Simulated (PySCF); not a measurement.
C2H6OP2.
Z-matrix (Å and degrees, PBE0-D3(BJ)/def2-SVP geometry), rows numbered from 1:
```
O 
P   1  1.4955
P   2  2.1955  1  120.73
C   2  1.7989  1  125.99  3  -147.70
C   4  1.5493  2   64.47  1  -110.35
H   3  1.4276  2   92.49  1   -44.27
H   3  1.4279  2   92.60  1    49.20
H   4  1.0948  2  120.65  5  -108.92
H   4  1.0954  2  115.80  5   107.53
H   5  1.0955  2  115.29  4  -107.68
H   5  1.0948  2  120.91  4   109.17
```

Computed with PySCF at PBE0/pcSseg-1 and wB97X-D/def2-SVPD, non-relativistic, on one gas-phase PBE0-D3(BJ)/def2-SVP geometry that isn't relaxed in the solvent. The solvent is an IEF-PCM continuum (cavity from Bondi-type radii × 1.2). The model holds no explicit solvent molecules, cavitation or dispersion.

Gas phase at PBE0/pcSseg-1: HOMO -7.27 eV, LUMO -0.44 eV, dipole 3.09 D.

Problem. What does the continuum do to the energy, the frontier levels and the dipole at PBE0/pcSseg-1 in benzene and methanol?

Solution. 
| solvent | ε | E(solvent) − E(gas) (kcal/mol) | polarisation term (kcal/mol) | distortion of the solute (kcal/mol) | HOMO (eV) | LUMO (eV) | dipole (D) |
| --- | --- | --- | --- | --- | --- | --- | --- |
| benzene | 2.271 | -4.15 | -4.49 | 0.34 | -7.26 | -0.30 | 3.56 |
| methanol | 32.61 | -8.78 | -10.32 | 1.54 | -7.27 | -0.18 | 4.12 |

The polarisation term is half the interaction of the solute with the surface charges that it induces; the rest is the cost of distorting the solute's density. The sum is the electrostatic part of solvation alone. From benzene to methanol the lowering changes by a factor 2.11, Onsager's factor (ε − 1)/(2ε + 1) by 2.08 and ε itself by 14.4.

Problem. Which radius a makes the point-dipole formula ΔE = −[(ε − 1)/(2ε + 1)]·μ²/a³ give the value in methanol, with the gas-phase dipole?

Solution. μ = 1.217 au and |ΔE| = 0.01400 Eh give a = 1.96 Å; the farthest nucleus lies 2.83 Å from the centroid of the nuclei, so such a sphere wouldn't even hold the nuclei. The formula assumes a rigid point dipole at the centre of a sphere.

Problem. Which Hirshfeld charges (PBE0/pcSseg-1) respond most in benzene (means over atoms taken as equivalent)?

Solution. 
```
 atoms                     environment  gas (e)  solvent (e)  change
    O1               phosphoryl oxygen   -0.390       -0.420  -0.030
    P3     three-coordinate phosphorus   +0.065       +0.070  +0.005
 H6/H7                    P–H hydrogen   +0.006       +0.010  +0.004
H8/H11              methylene hydrogen   +0.051       +0.055  +0.004
 C4/C5  sp3 carbon bound to phosphorus   -0.125       -0.122  +0.003
H9/H10              methylene hydrogen   +0.060       +0.062  +0.002
```

Problem. Which Mayer bond orders change most in benzene?

Solution. 
| bond | length (Å) | gas | solvent | change |
| --- | --- | --- | --- | --- |
| O1–P2 | 1.496 | 1.809 | 1.770 | -0.039 |
| P2–C4 | 1.799 | 0.865 | 0.874 | +0.009 |
| C5–P2 | 1.798 | 0.866 | 0.875 | +0.009 |
| P2–P3 | 2.195 | 0.925 | 0.933 | +0.008 |
| C5–H10 | 1.095 | 0.940 | 0.937 | -0.003 |
| C4–C5 | 1.549 | 0.902 | 0.900 | -0.002 |
| C4–H8 | 1.095 | 0.932 | 0.930 | -0.002 |
| C4–H9 | 1.095 | 0.940 | 0.938 | -0.002 |

Problem. How do the nuclear quadrupole coupling constants eQVzz/h respond in benzene?

Solution. 
```json
{"nucleus": "17O at O1", "Q (barn)": "-0.0256", "gas (MHz)": "-6.46", "solvent (MHz)": "-6.40", "η gas": "0.08", "η solvent": "0.08"}
```

Gas phase at wB97X-D/def2-SVPD: HOMO -9.19 eV, LUMO 1.21 eV, dipole 3.55 D.

Problem. What does the continuum do to the energy, the frontier levels and the dipole at wB97X-D/def2-SVPD in benzene?

Solution. 
| solvent | ε | E(solvent) − E(gas) (kcal/mol) | polarisation term (kcal/mol) | distortion of the solute (kcal/mol) | HOMO (eV) | LUMO (eV) | dipole (D) |
| --- | --- | --- | --- | --- | --- | --- | --- |
| benzene | 2.271 | -4.32 | -4.74 | 0.42 | -9.19 | 1.34 | 4.11 |

Problem. How does the static polarisability (wB97X-D/def2-SVPD, frozen core, with the continuum's full static response) change?

Solution. 
```
 medium  isotropic (au)  principal values (au)  ⟨r²⟩ of the electrons (bohr²)
    gas            76.6       63.9, 74.0, 91.9                          660.0
benzene            89.3      74.2, 86.6, 107.0                          659.9
```

The isotropic value in benzene is 1.16 times the gas-phase one; no cavity-field correction is applied. ⟨r²⟩ is taken about the centre of nuclear charge.

Time: 9.2 s wall; peak memory 0.76 GiB. Hardware: one thread of an Arm Neoverse V2, shared host. This is the whole shielding run at PBE0/pcSseg-1 in methanol, SCF included.

Note: wB97X-D ran without an empirical dispersion term, which enters the total energy and its gradient alone.
